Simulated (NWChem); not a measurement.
# UHF/def2-TZVPPD run of HO2 (SMILES [O]O)

What is the vertical electron affinity of HO2 at UHF/def2-TZVPPD? 

The results are computed with NWChem 7.3.0.

6 further runs of the same task are left out: 6 set aside as unsound or not needed. Runs told in other sessions of the task aren't counted.

### Step 1. The molecule

The species is HO2 (3 atoms), meant as a doublet with charge 0. As SMILES, `[O]O`. The shape is that of a PBE0-D4/def2-TZVP optimisation.

Bond lengths: O1–O2 1.309 Å, O2–H3 0.975 Å. Angles: O1–O2–H3 105.8°.

### Step 2. Energy and forces at UHF/def2-TZVPPD

File mol.nw:

```
START mol
TITLE "HO2 hf"
memory total 2200 mb
charge 0

GEOMETRY noautosym nocenter noautoz
  O     -0.355150     0.941950    -0.088650
  O     -0.244540    -0.359400    -0.172440
  H      0.599690    -0.582550     0.261090
END

BASIS spherical bse
  * library def2-TZVPPD
END

SCF
  doublet
  uhf
  thresh 1e-08
  maxiter 80
END

TASK scf gradient
```

Launch:

```console
nwchem mol.nw > mol.out
```

Standard output:

```text
[...]
  functions       =    97
[...]
  wavefunction    = UHF
[...]
         Total SCF energy =   -150.246018654229
      One electron energy =   -271.730016539591
      Two electron energy =     88.953438623255
 Nuclear repulsion energy =     32.530559262107
                       Sz =      0.5000
                 Sz(Sz+1) =      0.7500
                      S^2 =      0.7631
[...]
                         UHF ENERGY GRADIENTS
    atom               coordinates                        gradient
                 x          y          z           x          y          z
   1 O      -0.671136   1.780027  -0.167524   -0.000460   0.008604   0.000701
   2 O      -0.462114  -0.679168  -0.325864   -0.025018  -0.002286  -0.013831
   3 H       1.133250  -1.100860   0.493389    0.025479  -0.006317   0.013130
[...]
```

Wall time 75 s (1 thread of Intel Xeon Platinum 8259CL at 2.50GHz (Skylake/Cascade Lake), shared host); peak memory 0.11 GiB.

### Step 3. The singlet anion: the energy at HF/def2-TZVPPD

File run.py:

```python
from ase import Atoms
from ase.calculators.nwchem import NWChem

mol = Atoms(['O', 'O', 'H'], positions=[
    [-0.355150, 0.941950, -0.088650],
    [-0.244540, -0.359400, -0.172440],
    [0.599690, -0.582550, 0.261090],
])

calc = NWChem(
    label='nw',
    theory='scf',
    memory='2200 mb',
    basis='def2-TZVPPD',
    basispar='spherical bse',
    charge=-1,
    scf={'nopen': '0', 'rhf': None, 'thresh': '1e-08', 'maxiter': '80'},
    task='energy',
)
mol.calc = calc

print("Total energy (eV):", round(mol.get_potential_energy(), 6))
print("dipole (e A):", mol.get_dipole_moment().round(4))
```

Launch:

```console
export ASE_NWCHEM_COMMAND="nwchem PREFIX.nwi > PREFIX.nwo"
python run.py
```

Standard output:

```text
Total energy (eV): -4087.456032
dipole (e A): [ 0.5809 -0.7302  0.2346]
```

The calculator wrote nw.nwi:

```
title "nw"

permanent_dir nw

scratch_dir nw

start nw

geometry units angstrom nocenter noautosym noautoz
  O  -3.5515000000000002e-01 9.4194999999999995e-01 -8.8650000000000007e-02
  O  -2.4454000000000001e-01 -3.5940000000000000e-01 -1.7244000000000001e-01
  H  5.9968999999999995e-01 -5.8255000000000001e-01 2.6108999999999999e-01
end

charge -1

memory 2200 mb

basis spherical bse noprint
   * library def2-TZVPPD
end

scf
  nopen 0
  rhf
  thresh 1e-08
  maxiter 80
end

task scf energy
```

nw.nwo, shortened:

```text
[...]
         Total SCF energy =   -150.211239817728
      One-electron energy =   -278.020689295992
      Two-electron energy =     95.278890216158
 Nuclear repulsion energy =     32.530559262107
[... 3 lines left out ...]
             Final eigenvalues
[... 23 lines left out ...]
                       ROHF Final Molecular Orbital Analysis
[...]
```

Wall time 63 s (1 thread of Intel Xeon Platinum 8259CL at 2.50GHz (Skylake/Cascade Lake), shared host); peak memory 0.1 GiB.

### Step 4. Results

At UHF/def2-TZVPPD:

```
                                                            quantity          value
                                           doublet HO2: total energy  -150.24602 Eh
                                          doublet HO2: dipole moment         2.00 D
                     doublet HO2: HOMO energy (highest over α and β)      -13.12 eV
                      doublet HO2: LUMO energy (lowest over α and β)        1.87 eV
                                                   doublet HO2: ⟨S²⟩          0.763
                               doublet HO2: largest force on an atom     1.509 eV/Å
                                         singlet anion: total energy  -150.21124 Eh
                                          singlet anion: HOMO energy       -1.79 eV
                                          singlet anion: LUMO energy        6.25 eV
singlet anion: HOMO–LUMO gap (to an unbound level, set by the basis)        8.03 eV
                   vertical electron affinity (to the singlet anion)      -0.946 eV
```

In words: The anion lies 0.95 eV (91.3 kJ/mol) above the neutral: the electron isn't bound at this level, and such a value depends on the basis. Hartree–Fock misses the correlation that binds many anions. The largest force (doublet HO2) is 1.51 eV/Å: the shape isn't a stationary point for this species at this level. Mulliken charges (singlet anion) run from -0.87 on O1 to +0.13 on H3; in a basis this large or diffuse they mean little.
